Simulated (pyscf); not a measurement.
PySCF, gas phase, ωB97X-D3(BJ)/def2-SVP geometries.

### Question
PBE/def2-TZVP puts the barrier of F–Si(SiH₃)(SiH₃)–SiH₃ (SMILES F[Si]([SiH3])([SiH3])[SiH3]) + CH₃• (SMILES [CH3]) → F–Si•(SiH₃)–SiH₃ (SMILES F[Si]([SiH3])[SiH3]) + H₃C–SiH₃ (SMILES C[SiH3]) (substitution at Si; doublet surface; Si–Si broken, C–Si formed) at -0.03 eV and the reaction energy at -0.86 eV, from the separated reactants. What do B3LYP-D3(BJ)/def2-TZVP, M06-2X/def2-TZVP, ωB97M-D3(BJ)/def2-TZVP give on the same structures?

### Answer
B3LYP-D3(BJ): ΔE‡ = 0.19 eV, ΔE = -0.75 eV; M06-2X: ΔE‡ = 0.25 eV, ΔE = -0.88 eV; ωB97M-D3(BJ): ΔE‡ = 0.28 eV, ΔE = -0.83 eV. PBE's barrier lies under all of them, by 0.22 to 0.31 eV. Its reaction energy lies among theirs. Low barriers are usual for a GGA, whose delocalisation error favours stretched bonds. At PBE this geometry lies under the reactants; that is no barrier but a single point on another level's saddle; such a level's own saddle, if it has one, lies nearer that side and is low. One saddle was located; it need not be the lowest between these sides. The angle at the attacked Si is 178°.
